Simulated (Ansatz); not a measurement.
A nudged elastic band was laid between two geometries of C2H5FN (9 atoms, charge 1, multiplicity 1).

Level of theory: RKS PBE0/def2-SVP in Ansatz 0.2.0.

```
movable images  : 7
climbing image  : yes
spring          : 5.0 eV/Å²
optimiser       : quadratic models (default)
start path      : through a guess of the saddle point
force threshold : 0.05 eV/Å
iteration limit : 60
end points      : relaxed
```

First end point:

```xyz
9
Properties=species:S:1:pos:R:3
N -0.254 1.173 -0.538
C 0.396 0.077 -0.434
C 0.024 -0.919 0.591
F -1.028 -0.470 1.307
H -1.039 1.352 0.100
H -0.026 1.885 -1.233
H 1.235 -0.117 -1.115
H 0.904 -1.105 1.238
H -0.212 -1.876 0.084
```

Last end point:

```xyz
9
Properties=species:S:1:pos:R:3
N -0.075 1.286 -0.456
C 0.110 0.019 -0.516
C -0.022 -0.915 0.632
F 0.011 -2.179 0.180
H -0.358 1.761 0.405
H 0.057 1.881 -1.277
H 0.408 -0.412 -1.484
H -0.957 -0.717 1.192
H 0.827 -0.723 1.323
```

Task: What changes between the two ends?

Result: No bond is made or broken. The dihedral N1–C2–C3–F4 goes from 0 to 169°.

Task: What energy profile does the band end with?

Result: The forces met the threshold. The highest image is number 4 of 0 to 8, 10.8 kcal/mol above the first end and 3.9 kcal/mol above the last; the last end lies 6.9 kcal/mol above the first. A vibrational analysis at the climbing image gives one clearly imaginary mode, 172i cm⁻¹: a first-order saddle point. Limits of this set-up: the dipole of an ion depends on the origin.

```json
{"image": "0", "path coordinate (Å)": "0.00", "energy (kcal/mol)": "0.0", "dihedral N1–C2–C3–F4 (°)": "0"}
{"image": "1", "path coordinate (Å)": "0.53", "energy (kcal/mol)": "1.7", "dihedral N1–C2–C3–F4 (°)": "19"}
{"image": "2", "path coordinate (Å)": "1.07", "energy (kcal/mol)": "5.9", "dihedral N1–C2–C3–F4 (°)": "39"}
{"image": "3", "path coordinate (Å)": "1.60", "energy (kcal/mol)": "9.6", "dihedral N1–C2–C3–F4 (°)": "60"}
{"image": "4", "path coordinate (Å)": "2.13", "energy (kcal/mol)": "10.8", "dihedral N1–C2–C3–F4 (°)": "80"}
{"image": "5", "path coordinate (Å)": "2.69", "energy (kcal/mol)": "10.0", "dihedral N1–C2–C3–F4 (°)": "103"}
{"image": "6", "path coordinate (Å)": "3.25", "energy (kcal/mol)": "8.5", "dihedral N1–C2–C3–F4 (°)": "126"}
{"image": "7", "path coordinate (Å)": "3.81", "energy (kcal/mol)": "7.2", "dihedral N1–C2–C3–F4 (°)": "149"}
{"image": "8", "path coordinate (Å)": "4.37", "energy (kcal/mol)": "6.9", "dihedral N1–C2–C3–F4 (°)": "169"}
```

Task: What is the geometry of the highest image?

Result: 
```xyz
9
Properties=species:S:1:pos:R:3
N -0.030 1.263 -0.422
C 0.197 0.012 -0.542
C 0.021 -0.945 0.612
F -1.314 -1.189 0.666
H -0.293 1.681 0.476
H 0.016 1.900 -1.223
H 0.453 -0.358 -1.544
H 0.372 -0.490 1.554
H 0.580 -1.874 0.423
```

Task: What are the harmonic wavenumbers there?

Result: 172i, 271, 443, 756, 921, 956, 995, 1108, 1149, 1202, 1263, 1385, 1431, 1494, 1578, 1796, 3081, 3168, 3203, 3484, 3594 cm⁻¹.

The run took 2.9 min on 1 thread of Intel(R) Xeon(R) Processor @ 2.70GHz, with other jobs on the host, peak memory 0.16 GiB.
